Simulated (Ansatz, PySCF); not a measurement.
Reaction: Si2H6 (SMILES [SiH3][SiH3]) → Si2H6+ (parent SMILES [SiH3][SiH3], doublet) + e-
Each species at its own B3LYP-D3(BJ)/def2-TZVP minimum (Ansatz, a program for electronic structure).

Property: adiabatic ionisation energy (0 K, zero-point energies from PySCF's Hessians at B3LYP-D3(BJ)/def2-TZVP), in eV. UHF or UKS for unpaired electrons; spin-orbit terms are left out. CBS(X,Y): correlation extrapolated as X^-3, Hartree-Fock from the larger set. A bracket is a step between two methods taken in the basis named. The functionals are non-relativistic, so their misses hold any scalar relativity. Double hybrids freeze cores in their MP2 part. 'core' is core correlation in cc-pwCVTZ (1s frozen past Ne), 'X2C' scalar relativity in cc-pVTZ-DK, both at CCSD(T).

Measured: 9.74 eV (CCCBDB table in ASE).

What does PBE/def2-TZVPD (Ansatz) give here, and how do the other levels compare?

PBE gives 9.43 eV, 0.31 eV below it. Errors of the others: B3LYP/def2-TZVPD (Ansatz) -0.24; PBE0/def2-TZVPD (Ansatz) -0.25; B2PLYP/def2-TZVPD (Ansatz) -0.29; CCSD(T)/CBS(cc-pV(T+d)Z,cc-pV(Q+d)Z) + core + X2C (Ansatz) -0.07; CCSD(T)/CBS(cc-pV(T+d)Z,cc-pV(Q+d)Z) + [CCSDT(Q) - CCSD(T)]/cc-pV(D+d)Z + core + X2C (Ansatz) -0.07 eV. Nearer than PBE: B3LYP/def2-TZVPD, PBE0/def2-TZVPD, B2PLYP/def2-TZVPD, CCSD(T)/CBS(cc-pV(T+d)Z,cc-pV(Q+d)Z) + core + X2C, CCSD(T)/CBS(cc-pV(T+d)Z,cc-pV(Q+d)Z) + [CCSDT(Q) - CCSD(T)]/cc-pV(D+d)Z + core + X2C.
